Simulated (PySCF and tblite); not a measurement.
cyclopentene, C5H8, numbered as in [CH:1]1=[CH:2][CH2:3][CH2:4][CH2:5]1.

Search: ETKDG and KDG, MMFF94s, GFN2-xTB, 90 starts; geometries at PBE0-D3(BJ)/def2-SVP. Free energies are PBE0-D3(BJ)/def2-TZVP (IEF-PCM, chloroform) single points with GFN2-xTB rigid-rotor and vibrational terms (modes under about 100 cm⁻¹ blended into free rotors). Symmetry numbers and mirror images are counted. Conformers within 3 kcal/mol (GFN2-xTB free energy) were kept, 8 at most. GIAO shieldings: wB97X-D/pcSseg-1 (IEF-PCM, chloroform). Shifts are against TMS (¹H), TMS (¹³C) at the same level. Run with PySCF (density fitting) and tblite.

The 5-ring runs over atoms 1–2–3–4–5.

```csv
conformer,shape,weight %,dipole D
1,"5-ring envelope (ring torsions -14, 21, -21, 14, 0°)",100.0,0.31
```

How do the computed shifts compare with measured ones?


```tsv
nucleus	signal	leading conformer	average	measured	medium
¹H	H1/H2	6.02	6.02	5.74	not stated in the table (CDCl3 in this author's series)
¹H	H3/H5	2.28	2.28	2.31	not stated in the table (CDCl3 in this author's series)
¹H	H4	1.74	1.74	1.82	not stated in the table (CDCl3 in this author's series)
```

Measured values: The use of chemical shift calculations in the conformational analysis of substituted benzenes, New J. Chem. 2019 (ESI). Mean difference for ¹H: 0.06 ppm, scatter 0.16 ppm. The computed shifts are unscaled and lack vibrational corrections.
